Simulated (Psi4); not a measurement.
**PNH4 (SMILES N=[PH3]) at HF/cc-pCVDZ (sweep point 2)**

What is the vertical ionisation energy of PNH4 at HF/cc-pCVDZ (sweep point 2)? 

The results are computed with Psi4 1.11.

## (1) The molecule

The species is PNH4 (6 atoms), meant as a singlet with charge 0. As SMILES, `N=[PH3]`. The coordinates come from a GFN2-xTB relaxation.

Bond lengths: N1–P2 1.541 Å, N1–H3 1.008 Å, P2–H4 1.400 Å, P2–H5 1.400 Å, P2–H6 1.376 Å. Angles: N1–P2–H4 122.7°, N1–P2–H5 122.7°, N1–P2–H6 107.3°, P2–N1–H3 115.5°, H4–P2–H5 97.9°, H4–P2–H6 101.3°, H5–P2–H6 101.2°.

## (2) The energy at HF/cc-pCVDZ (sweep point 2)

Contents of job.inp:

```
memory 1600 MB

molecule system {
  0 1
  N      0.614450    -0.712610     0.868100
  P     -0.156770     0.225050    -0.081540
  H      1.035260    -1.519270     0.433750
  H     -1.299680    -0.179570    -0.781270
  H      0.465280     0.930830    -1.118320
  H     -0.658550     1.255570     0.679280
  units angstrom
  symmetry c1
}

set {
  reference rhf
  puream true
  scf_type pk
}

e = energy("scf/cc-pCVDZ")
```

Run with:

```sh
$ psi4 -i job.inp -o job.out -n 1
```

job.out (excerpt; [...] marks lines left out):

```text
[...]
  Running in c1 symmetry.
[...]
  Nuclear repulsion =   66.191009531758780
[...]
  Multiplicity = 1
[...]
  Nalpha       = 13
  Nbeta        = 13
[...]
    Number of basis functions: 65
[...]
   @RHF iter   1:  -397.30542466371355   -8.19142e-02   8.19177e-03 DIIS/ADIIS
[...]
   @RHF iter   8:  -397.45210676438239   -4.93049e-08   5.76775e-07 DIIS
[...]
    Orbital Energies [Eh]
    ---------------------
    Doubly Occupied:
       1A    -80.018690     2A    -15.487604     3A     -7.555796
       4A     -5.452071     5A     -5.451922     6A     -5.451348
       7A     -1.120574     8A     -0.848878     9A     -0.624522
      10A     -0.578780    11A     -0.554579    12A     -0.400768
      13A     -0.354785
[...]
  @RHF Final Energy:  -397.45210676438239
   => Energetics <=
    Nuclear Repulsion Energy =             66.1910095317587803
    One-Electron Energy =                -679.4856353464642780
    Two-Electron Energy =                 215.8425190503230340
    Total Energy =                       -397.4521067643823926
[...]
 Multipole Moments:
 ------------------------------------------------------------------------------------
     Multipole            Electronic (a.u.)      Nuclear  (a.u.)        Total (a.u.)
 ------------------------------------------------------------------------------------
 L = 1.  Multiply by 2.5417464519 to convert [e a0] to [Debye]
 Dipole X            :          0.0040922           -0.4762264           -0.4721342
 Dipole Y            :          0.0207723            0.3972499            0.4180222
 Dipole Z            :          0.0933439           -1.1746566           -1.0813127
 Magnitude           :                                                    1.2517550
[...]
```

Run time: 3.9 s. Hardware: 1 thread of Intel Xeon Platinum 8259CL at 2.50GHz (Skylake/Cascade Lake), shared host; peak memory 0.32 GiB.

## (3) The doublet cation

Contents of calc.in:

```
memory 1.6 GB

molecule m {
  1 2
  N      0.614450    -0.712610     0.868100
  P     -0.156770     0.225050    -0.081540
  H      1.035260    -1.519270     0.433750
  H     -1.299680    -0.179570    -0.781270
  H      0.465280     0.930830    -1.118320
  H     -0.658550     1.255570     0.679280
  units angstrom
  symmetry c1
}

set reference uhf
set puream true
set scf_type pk
set maxiter 150

energy_value = energy('scf/cc-pCVDZ')
print_variables()
```

Run with:

```sh
$ psi4 -n 1 calc.in calc.out
```

calc.out (excerpt; [...] marks lines left out):

```text
[...]
  Running in c1 symmetry.
[...]
  Nuclear repulsion =   66.191009531758780
[...]
  Multiplicity = 2
[...]
  Nalpha       = 13
  Nbeta        = 12
[...]
    Number of basis functions: 65
[...]
   @UHF iter   1:  -397.04273251209372    1.80778e-01   5.84341e-03 ADIIS/DIIS
[...]
   @UHF iter  10:  -397.17556934517330   -8.69965e-08   9.34829e-07 DIIS
[...]
   @S^2 Observed:                7.597506658E-01
[...]
    Orbital Energies [Eh]
    ---------------------
    Alpha Occupied:
       1A    -80.284165     2A    -15.876987     3A     -7.827613
       4A     -5.724417     5A     -5.722463     6A     -5.722214
       7A     -1.515795     8A     -1.136024     9A     -0.952456
      10A     -0.885334    11A     -0.840381    12A     -0.758219
      13A     -0.745867
    Alpha Virtual:
      14A     -0.082982    15A     -0.044563    16A     -0.024713
      17A     -0.023407    18A      0.029398    19A      0.211586
      20A      0.213740    21A      0.298852    22A      0.347100
      23A      0.379535    24A      0.423430    25A      0.446035
[...]
  @UHF Final Energy:  -397.17556934517330
   => Energetics <=
    Nuclear Repulsion Energy =             66.1910095317587803
    One-Electron Energy =                -671.7945728504807903
    Two-Electron Energy =                 208.4279939735486664
    Total Energy =                       -397.1755693451733009
  UHF NO Occupations:
  HONO-2 :   11  A 1.9982962
  HONO-1 :   12  A 1.9978856
[...]
 Multipole Moments:
 ------------------------------------------------------------------------------------
     Multipole            Electronic (a.u.)      Nuclear  (a.u.)        Total (a.u.)
 ------------------------------------------------------------------------------------
 L = 1.  Multiply by 2.5417464519 to convert [e a0] to [Debye]
 Dipole X            :          0.3063030           -0.4762264           -0.1699234
 Dipole Y            :         -0.4136057            0.3972499           -0.0163558
 Dipole Z            :          0.2432837           -1.1746566           -0.9313729
 Magnitude           :                                                    0.9468881
[...]
```

Run time: 4.5 s. Hardware: 1 thread of Intel Xeon Platinum 8259CL at 2.50GHz (Skylake/Cascade Lake), shared host; peak memory 0.33 GiB.

## (4) What came out

At HF/cc-pCVDZ (sweep point 2):

| quantity | value |
| --- | --- |
| singlet PNH4: total energy | -397.45211 Eh |
| singlet PNH4: dipole moment | 3.18 D |
| singlet PNH4: HOMO energy | -9.65 eV |
| singlet PNH4: LUMO energy | 4.45 eV |
| singlet PNH4: HOMO–LUMO gap | 14.10 eV |
| doublet cation: total energy | -397.17557 Eh |
| doublet cation: HOMO energy (highest over α and β) | -19.37 eV |
| doublet cation: LUMO energy (lowest over α and β) | -5.92 eV |
| doublet cation: ⟨S²⟩ | 0.760 |
| vertical ionisation energy (to the doublet cation) | 7.525 eV |

The vertical ionisation energy comes to 7.52 eV (174 kcal/mol). The negative HOMO energy of the first species, 9.65 eV, lies 2.13 eV above that difference.
